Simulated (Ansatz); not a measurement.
Two shapes of singlet CF2.

Shape 1:

```xyz
3

C     0.0013    0.0215   -0.6362
F     0.0176    0.9786    0.1847
F     0.0028   -1.0591    0.1617
```

Shape 2:

```xyz
3

C     0.0000    0.0000   -0.5438
F     0.0000    0.9419    0.1813
F     0.0000   -0.9419    0.1813
```

Basis set: def2-TZVP (spherical functions). Correlated methods keep 3 orbitals frozen. Charge 0, multiplicity 1.

Computed with Ansatz (development build ahead of 0.2.0); each method stands on the lowest determinant of its kind that the runs found.

Task: Which shape is lower in energy, and by how much in each method?

Result:

| method | E(2) − E(1) (eV) |
| --- | --- |
| RHF | 0.429 |
| RHF-MP2 | 0.756 |

Shape 1 is lower. Caution: no unrestricted run beside it, a lower state can exist.
